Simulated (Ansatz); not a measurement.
Trigonal Se, treated with PBEsol-D3(BJ) (Ansatz, a program for electronic structure, PAW).

Run with plane-wave cutoff 520 eV, 12×12×8 k mesh (along the axes of the cell as run), Fermi–Dirac smearing 0.01 eV, scalar-relativistic PAW data made under PBE.

Cell (relaxed at this level):

```xyz
3
Lattice="1.9415 -3.3628 0.0000 1.9415 3.3628 0.0000 0.0000 0.0000 5.1409" Properties=species:S:1:pos:R:3 pbc="T T T"
Se     0.5072     0.8785     3.4273
Se     2.8686     0.0000     0.0000
Se     0.5072    -0.8785     1.7136
```

**Question.** Estimate the bulk modulus, band gap and Γ–Γ gap that the calculation returns.

**Answer.** 
- bulk modulus = 37.3 GPa
- band gap = 0.20 eV (direct)
- Γ–Γ gap = 2.13 eV

Note: the bulk modulus comes from volumes at which shape and atoms were relaxed.

Spin–orbit coupling is not included.

The computed numbers hold no vibrational or temperature effects.

Computing time: about 7 core-minutes (a rough figure).
